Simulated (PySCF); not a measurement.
Bonds broken one at a time in the series B CH3-OH. All species are isolated molecules in the gas phase. One relaxed conformer stands for each flexible species; it need not be the lowest. Strings in code marks are SMILES.

The dipole moment from two functionals at the same geometries (PBE0-D4/def2-TZVP), both in PySCF: PBE-D3(BJ)/def2-TZVP and PBE0-D4/def2-TZVP. 

| species | PBE-D3(BJ)/def2-TZVP (D) | PBE0-D4/def2-TZVP (D) |
|---|---|---|
| whole molecule (`CB(C)C`) | 0.01 | 0.01 |
| radical fragment (`C[B]C`) | 1.11 | 1.08 |
| radical fragment (`[CH3]`) | 0.00 | 0.00 |
| radical fragment (`[OH]`) | 1.72 | 1.77 |

Over these rows, drawn at random from the members with no instability flagged (it was tested for open shells, ions and some series alone), PBE minus PBE0-D4: mean 0.00 D, from -0.04 D to +0.04 D.
